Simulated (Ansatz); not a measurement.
Species: C2H4Cl, charge 0, doublet. C2H4Cl (SMILES [CH2]CCl, doublet).
B3LYP-D3(BJ)/def2-TZVP minimum from Ansatz (a first-principles code):
```
C
H 1 1.0854
H 1 1.0854 2 110.78
C 1 1.4545 2 113.91 3 -129.98
H 4 1.0807 1 120.31 2 -31.97
H 4 1.0807 5 118.26 1 167.92
Cl 1 1.8760 2 103.74 3 110.75
```
Charge 0, spin multiplicity 2.

Total energies in cc-pV(D+d)Z, 19 correlated electrons, 7 frozen orbitals. Open shells are spin-unrestricted; no spin-orbit coupling. Correlated methods leave the cores frozen. No relativity.

```json
[
 {"method": "HF", "program": "Ansatz", "energy (Eh)": "-537.52831", "minus CCSDT(Q) (mEh)": "453.92"},
 {"method": "MP2", "program": "Ansatz", "energy (Eh)": "-537.92436", "minus CCSDT(Q) (mEh)": "57.87"},
 {"method": "CCSD", "program": "Ansatz", "energy (Eh)": "-537.96863", "minus CCSDT(Q) (mEh)": "13.59"},
 {"method": "CCSD(T)", "program": "Ansatz", "energy (Eh)": "-537.98044", "minus CCSDT(Q) (mEh)": "1.78"},
 {"method": "CCSDT(Q)", "program": "Ansatz", "energy (Eh)": "-537.98222", "minus CCSDT(Q) (mEh)": "0.00"}
]
```

Rough core times of Ansatz's runs on a shared machine: CCSD(T) under 20 s, CCSDT(Q) 10 min.
